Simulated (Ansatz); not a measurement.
BH2O2: structure from calculated spectroscopic constants

These gas-phase data were calculated for one isomer of BH2O2 at PBE0-D3(BJ)/def2-SVP (harmonic, unscaled wavenumbers; equilibrium rotational constants with average atomic masses):

- rotational constants: 73.35, 10.64, 9.294 GHz
- all wavenumbers above 1500 cm⁻¹: 3895, 2518

Candidates:

(1) `[O]BO`, a doublet
(2) `O[B]O`, a doublet

Which candidate do the data belong to?

Candidate (1). The band at 2518 cm⁻¹ lies where the B–H stretch is expected; (2) has no mode between 2350 and 2900 cm⁻¹.

The same quantities for all candidates:

|  | rotational constants (GHz) | wavenumbers above 1500 cm⁻¹ | E above the lowest, PBE0-D3(BJ)/def2-SVP (kcal/mol) |
| --- | --- | --- | --- |
| (1) | 73.35, 10.64, 9.294 | 3895, 2518 | 6.1 |
| (2) | 107.5, 10.13, 9.258 | 3932, 3781 | 0.0 |

Harmonic stretches to hydrogen usually lie a few per cent above observed fundamentals. Each candidate is one conformer. Open shells are spin-unrestricted. Programs: Ansatz 0.2.0.
